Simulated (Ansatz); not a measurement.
bcc Rb was calculated with LDA (PAW; Ansatz, an electronic-structure program).

Settings: plane-wave cutoff 520 eV, 18×18×18 k mesh, Fermi–Dirac smearing 0.1 eV, perturbation theory, force constants from a 6×6×6 q mesh, scalar-relativistic PAW data made under PBE.

Q: Give the computed zero-point energy.

A: 
- zero-point energy: 0.006 eV/atom

Computing time: very roughly 2.3 core-hours.
